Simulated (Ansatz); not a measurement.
`CC(C)CC(C)(C)C`, relaxed with RKS PBE0-D4/def2-TZVP in the Gaussian-basis code of Ansatz from a GFN2-xTB geometry. The force threshold is 0.005 eV/Å; the program also tests the step.

The species carries charge 0 and has multiplicity 1.

Start:

```xyz
26

C    -2.083   -0.670    0.684
C    -1.092    0.358    1.223
C    -0.333   -0.217    2.419
C    -0.180    1.002    0.159
C     0.664    0.178   -0.840
C    -0.189   -0.395   -1.976
C     1.668    1.159   -1.465
C     1.454   -0.952   -0.182
H    -2.617   -0.277   -0.178
H    -2.814   -0.914    1.453
H    -1.582   -1.591    0.400
H    -1.685    1.198    1.610
H     0.417    0.486    2.773
H     0.158   -1.153    2.175
H    -1.028   -0.409    3.235
H    -0.813    1.660   -0.444
H     0.510    1.648    0.708
H    -0.854   -1.177   -1.627
H     0.456   -0.823   -2.742
H    -0.789    0.387   -2.438
H     2.347    1.551   -0.710
H     2.262    0.663   -2.230
H     1.151    1.997   -1.927
H     0.797   -1.746    0.161
H     2.147   -1.384   -0.903
H     2.030   -0.580    0.662
```

(1) By how much does the energy fall, and how many steps does the optimiser take? (Best estimate.)

(2) Which bonds change most? (Estimate.)

(3) Give the relaxed structure. (Estimate.)

Answers

(1) The calculation gave: 1.75 kJ/mol, in 5 steps.

(2) Ansatz gave: C5–C7 from 1.537 to 1.530 Å; C1–H11 from 1.087 to 1.093 Å; C8–H26 from 1.087 to 1.093 Å; C3–H14 from 1.085 to 1.091 Å.

(3) The calculation gave: 
```xyz
26

C    -2.088   -0.664    0.682
C    -1.086    0.350    1.217
C    -0.343   -0.215    2.423
C    -0.172    0.996    0.163
C     0.670    0.180   -0.841
C    -0.189   -0.395   -1.968
C     1.662    1.160   -1.470
C     1.461   -0.948   -0.187
H    -2.637   -0.277   -0.180
H    -2.818   -0.918    1.456
H    -1.602   -1.595    0.381
H    -1.676    1.194    1.600
H     0.377    0.506    2.819
H     0.201   -1.131    2.185
H    -1.048   -0.455    3.224
H    -0.790    1.675   -0.437
H     0.520    1.645    0.714
H    -0.886   -1.154   -1.616
H     0.448   -0.859   -2.727
H    -0.768    0.393   -2.458
H     2.348    1.563   -0.720
H     2.259    0.668   -2.243
H     1.141    2.003   -1.935
H     0.809   -1.739    0.188
H     2.140   -1.401   -0.916
H     2.066   -0.582    0.647
```
